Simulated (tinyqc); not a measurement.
Worked calculation (part 3 of 3): ROHF in the sto-3g basis, for NH3+, spin multiplicity 2. Computed by tinyqc, a small Python program that keeps every step (integrals from PySCF). Command: `OMP_NUM_THREADS=1 python tinyqc.py 27891 27892 out.jsonl` (the two numbers bound the seeds that draw the settings). One thread of a shared host (Intel(R) Xeon(R) Processor @ 2.60GHz), about 0.09 s of CPU time with the checks.

Geometry (angstrom):
```
atom          x          y         z
N      0.000000   0.000000  0.339000
H      1.047000   0.000000  0.000000
H     -0.523000   0.907000  0.000000
H     -0.523000  -0.907000  0.000000
```

## Populations, bond orders and dipole

D(alpha) after iteration 10, lower triangle:
```
            1N 1s      1N 2s     1N 2px     1N 2py     1N 2pz      2H 1s      3H 1s     4H 1s
1N 1s    1.045517
1N 2s   -0.184665   0.792420
1N 2px   0.000008  -0.000042   0.471409
1N 2py   0.000000   0.000000   0.000000   0.471284
1N 2pz  -0.040019   0.216772   0.000032   0.000000   0.883238
2H 1s   -0.027556   0.070352   0.277588   0.000000  -0.109256   0.189848
3H 1s   -0.027577   0.070445  -0.138748   0.240305  -0.109316  -0.055299   0.189782
4H 1s   -0.027577   0.070445  -0.138748  -0.240305  -0.109316  -0.055299  -0.055279  0.189782
```

D(beta) after iteration 10, lower triangle:
```
            1N 1s      1N 2s     1N 2px     1N 2py     1N 2pz      2H 1s      3H 1s     4H 1s
1N 1s    1.039857
1N 2s   -0.157671   0.663670
1N 2px   0.000012  -0.000059   0.471409
1N 2py   0.000000   0.000000   0.000000   0.471284
1N 2pz   0.029860  -0.116518  -0.000014   0.000000   0.020461
2H 1s   -0.034903   0.105396   0.277593   0.000000  -0.018540   0.180309
3H 1s   -0.034929   0.105513  -0.138743   0.240305  -0.018539  -0.064844   0.180231
4H 1s   -0.034929   0.105513  -0.138743  -0.240305  -0.018539  -0.064844  -0.064830  0.180231
```

overlap S, lower triangle:
```
           1N 1s     1N 2s     1N 2px     1N 2py     1N 2pz     2H 1s     3H 1s     4H 1s
1N 1s   1.000000
1N 2s   0.235038  1.000000
1N 2px  0.000000  0.000000   1.000000
1N 2py  0.000000  0.000000   0.000000   1.000000
1N 2pz  0.000000  0.000000   0.000000   0.000000   1.000000
2H 1s   0.047382  0.441262   0.387890   0.000000  -0.125592  1.000000
3H 1s   0.047384  0.441271  -0.193765   0.336032  -0.125595  0.160763  1.000000
4H 1s   0.047384  0.441271  -0.193765  -0.336032  -0.125595  0.160763  0.160552  1.000000
```

Mulliken: Z minus the diagonal of D S on the atom; Loewdin: the same with S^(1/2) D S^(1/2); Mayer order: 2 sum_s sum (D(s) S)_ij (D(s) S)_ji over the two atoms.

Charges (e):
```
atom   Mulliken   Loewdin  Mulliken spin
1N    -0.087635  0.161636       0.973326
2H     0.362481  0.279404       0.008883
3H     0.362577  0.279480       0.008895
4H     0.362577  0.279480       0.008895
```

Mayer bond orders:
```
pair     order
2-1   0.849607
3-1   0.849509
3-2   0.009461
4-1   0.849509
4-2   0.009461
4-3   0.009490
```

dipole moment about the origin, x y z (debye): 0.001416  0.000000  0.005890
